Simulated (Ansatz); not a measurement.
Two isomers of C3H6N2O: A = `N/C=C(\N)C=O`, B = `C=NC(=N)OC`.

Isolated molecules relaxed with PBE0-D4/def2-TZVP in Ansatz; ΔE leaves out vibrations. CCSD(T)/CBS adds triple-zeta CCSD(T) − MP2 to the extrapolated MP2 energy (def2 sets, frozen cores). DFT in def2-TZVPP. B3LYP here is the variant with VWN-RPA as its local correlation; programs differ in this. Each species was taken in one conformer, which may not be the lowest.

A:

```xyz
12

N    -0.877    1.191    1.316
C     0.104    0.350    0.969
C     0.193   -0.249   -0.245
N    -0.811    0.039   -1.219
C     1.295   -1.149   -0.516
O     2.191   -1.446    0.249
H    -1.569    1.415    0.619
H    -0.890    1.652    2.204
H     0.866    0.132    1.709
H    -0.423    0.428   -2.068
H    -1.347   -0.781   -1.473
H     1.269   -1.583   -1.543
```

B:

```xyz
12

C    -1.0525   -0.3651    1.9687
N     0.1055   -0.6799    1.5693
C     0.5043   -0.3163    0.2682
N     1.6440   -0.5963   -0.2008
O    -0.4125    0.3494   -0.4415
C    -0.0257    0.7231   -1.7554
H    -1.7768    0.1796    1.3598
H    -1.3422   -0.6552    2.9774
H     2.1684   -1.1003    0.5082
H    -0.8805    1.2471   -2.1791
H     0.8499    1.3737   -1.7263
H     0.2184   -0.1598   -2.3485
```

Problem. Which is lower in electronic energy at CCSD(T)/CBS, and by how much? (An estimate is asked.)

Solution. Ansatz gave: A, by 50.6 kJ/mol.

Problem. Give E(B) − E(A) in kJ/mol with r2SCAN-D4, B2PLYP, PBE0-D4, B3LYP-D4, B3LYP, CCSD(T)/def2-TZVPP, CCSD/def2-TZVPP. (Best estimate.)

Solution. Ansatz gave: r2SCAN-D4 66.8, B2PLYP 58.3, PBE0-D4 69.8, B3LYP-D4 62.6, B3LYP 61.9, CCSD(T)/def2-TZVPP 43.5, CCSD/def2-TZVPP 42.8. None reverses the order clearly.

Largest T1 diagnostic: 0.016.

In def2-TZVPP, CCSD(T) changes the Hartree–Fock value by +6.9 kJ/mol (the triples alone add +0.8 kJ/mol) and MP2 by +20.8 kJ/mol. From PBE to PBE0 (25 % exact exchange), in def2-TZVPP and without D4, E(B) − E(A) moves by −3.6 kJ/mol.
